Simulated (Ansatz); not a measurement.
Antifluorite Mg₂Si, relaxed in Ansatz (plane waves) with several semilocal functionals. Each gives its own volume and its own elastic constant C11:

```tsv
level	V0 (Å³/atom)	elastic constant C11 (GPa)	ln V0	ln C11
LDA	20.445	124.2	3.0177	4.8219
PBEsol	21.096	119.1	3.0491	4.7800
PBE	21.487	116.2	3.0674	4.7553
BLYP	21.970	111.1	3.0897	4.7104
RPBE	22.046	112.6	3.0931	4.7238
```

Problem. Fit a straight line to ln C11 against ln V0. What does it predict for revPBE, whose volume is 21.935 Å³/atom?

Solution. With x = ln V0 and y = ln C11: means 3.06340 and 4.75828; Σ(Δx Δy) = -0.005513, Σ(Δx²) = 0.003883, so the slope is -1.42. At x = 3.0881 the line gives y = 4.75828 + (-1.42) × (3.0881 − 3.06340) = 4.7232, or 112.5 GPa. The run with revPBE gives 113.3 GPa, +0.7 % from the line. The rows used scatter about it by up to 1.0 %, while the largest value lies 12 % above the smallest.

Measured: 121 GPa (measured, temperature not stated, no zero-point or thermal correction; as tabulated in Råsander and Moram (2015), arXiv:1505.02379).

Ansatz's density-functional and Hartree–Fock values are scalar-relativistic unless marked +SOC, with PAW data made under PBE.

Ansatz is a first-principles code.
